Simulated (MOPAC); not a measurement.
MOPAC input (PM7):

```
PM7 1SCF UHF MS=0.5 GEO-OK AUX(PRECISION=9) THREADS=1
C2H5

C    -0.02065591 1   -0.69117402 1    0.00191644 1
C     0.00318902 1    0.79171158 1   -0.00228017 1
H     0.99466639 1   -1.11708979 1    0.00736434 1
H    -0.52510368 1   -1.08729619 1    0.88639995 1
H    -0.51775387 1   -1.09242584 1   -0.88441419 1
H     0.07265744 1    1.34947244 1    0.92131550 1
H     0.08033507 1    1.34411399 1   -0.92848321 1
```

### Question
What heat of formation does the run end on, and which ionisation energy by Koopmans theorem?

### Answer
16.45 kcal/mol; 9.12 eV.
